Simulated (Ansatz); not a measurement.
# Solid iodine: elastic constant C12 by level of theory

No measured value is used here.

Question: Put these levels in order of the elastic constant C12 that they give for solid iodine, smallest first: LDA (Ansatz, a quantum-chemistry and plane-wave program), PBEsol (Ansatz), r²SCAN (Ansatz).

Answer: PBEsol (2.5 GPa), r²SCAN (2.8 GPa), LDA (5.6 GPa)

Unless a cell is named, each level is at its own relaxed cell (LDA 36.95, PBEsol 39.80, r²SCAN 44.25 Å³/atom).

LDA, r²SCAN, PBEsol: the cell comes from a level without a dispersion term, which matters for the spacing of layers, chains or molecules. Each level is taken at its own relaxed cell. Cutoffs differ between the levels. Ansatz's density-functional and Hartree–Fock values are scalar-relativistic unless marked +SOC, with PAW data made under PBE.
